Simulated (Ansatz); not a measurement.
# Si, pressure series

The parent structure is Si in the diamond structure (space group Fd-3m, No. 227; a = 5.444 Å).

Cell and atoms are relaxed at each pressure.

Calculations: Ansatz (an electronic-structure program) r2SCAN, no spin-orbit coupling.

```json
[
 {"pressure (GPa)": "-2", "volume per atom (Å³/atom)": "20.610"},
 {"pressure (GPa)": "-1", "volume per atom (Å³/atom)": "20.384"},
 {"pressure (GPa)": "0", "volume per atom (Å³/atom)": "20.170"},
 {"pressure (GPa)": "1.8", "volume per atom (Å³/atom)": "19.811"},
 {"pressure (GPa)": "9", "volume per atom (Å³/atom)": "18.642"},
 {"pressure (GPa)": "18", "volume per atom (Å³/atom)": "17.547"},
 {"pressure (GPa)": "30", "volume per atom (Å³/atom)": "?"},
 {"pressure (GPa)": "45", "volume per atom (Å³/atom)": "15.407"},
 {"pressure (GPa)": "60", "volume per atom (Å³/atom)": "14.593"}
]
```

Task: Fit the third-order Birch–Murnaghan form P(V) = (3B₀/2)[(V₀/V)^(7/3) − (V₀/V)^(5/3)]·[1 + (3/4)(B₀′ − 4)((V₀/V)^(2/3) − 1)] (squares taken in P) to the rows shown and predict the withheld row.

Result: Least squares on the printed values gives V₀ = 20.170 Å³/atom, B₀ = 98.4 GPa, B₀′ = 3.9; this predicts 16.443 Å³/atom, and the run gives 16.447 Å³/atom, 0.004 higher.

Measured bulk modulus of Si: 100.8 GPa (static lattice; corrected from measurement; as listed in Jianwei Sun et al., Physical Review B (2011)); the computed value is 2 % below it.

Load acts through the strain it causes; cell and atoms are relaxed under it. Stability against distortions was not tested. Measured, Si leaves this structure (for the β-tin structure) near 12 GPa (room temperature; as listed in arXiv:1906.07825).
